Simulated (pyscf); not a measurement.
**Substitution at O: H• (SMILES [H]) + •O–OH (SMILES [O]O) → H₂O (SMILES O) + O (SMILES [O]) [triplet]**

Gas phase, triplet surface, charge 0. Bonds broken: O2–O3. Bonds formed: H1–O2. PySCF, gas phase, ωB97X-D3(BJ)/def2-SVP geometries. MP2 and CC: frozen core, UHF for open shells. ΔMP2 is the change of the MP2 total energy from the triple- to the quadruple-zeta basis.

Transition state (Å):

```xyz
4

H      0.1924    -0.3690     0.5271
O     -1.1666    -0.3916     0.1592
O     -2.6497    -0.2716     0.1902
H     -1.0172    -0.7067    -0.7511
```

One imaginary mode, 1830i cm⁻¹; descent along it reached the two sides named.

```tsv
bond	change	reactant side (Å)	saddle	product side
O2–O3	breaks	1.305	1.488	2.569
H1–O2	forms	3.3	1.408	0.964
```

Electronic energies relative to the separated reactants (kcal/mol):

```
level                             barrier  reaction energy  reverse barrier
--------------------------------  -------  ---------------  ---------------
ωB97X-D3(BJ)/def2-TZVP               20.0            -49.8             69.8
PBE/def2-TZVP                        10.0            -37.2             47.3
r²SCAN/def2-TZVP                      9.1            -47.5             56.6
B3LYP-D3(BJ)/def2-TZVP               11.3            -51.0             62.3
PBE0-D3(BJ)/def2-TZVP                15.5            -48.8             64.3
M06-2X/def2-TZVP                     19.4            -54.0             73.4
ωB97M-D3(BJ)/def2-TZVP               17.8            -52.9             70.7
HF/def2-TZVP                         22.0            -82.1            104.1
MP2/def2-QZVPP                       29.1            -59.8             88.9
CCSD/def2-TZVPP                      16.9            -64.0             80.9
CCSD(T)/def2-TZVPP                   15.6            -60.2             75.8
CCSD(T)/def2-TZVPP + ΔMP2(QZVPP)     16.0            -59.8             75.8
```

With CCSD(T)/def2-TZVPP + ΔMP2(QZVPP) energies and thermal terms (ideal gas, 1 atm, RRHO with modes under 100 cm⁻¹ raised to 100, one conformer, R ln 2 for rigid chiral ones), in kcal/mol:

```csv
T (K),ΔH‡,ΔG‡,ΔH,ΔG
298,15.9,23.1,-55.4,-55.3
600,15.5,30.6,-55.6,-55.1
900,15.2,38.3,-56.0,-54.8
1200,14.9,46.0,-56.5,-54.3
```

H• + •O–OH also meet on a surface of lower spin, which isn't treated here. This is the saddle that the search found; another between the same sides may lie lower. The angle at the attacked O is 163°. The CCSD(T) − MP2 part came from Ansatz, without density fitting, on the same reference. A UHF reference is spin-contaminated (<S²> up to 2.20), which harms MP2 most. Left out: orbital degeneracy and the spin-orbit lowering of O.
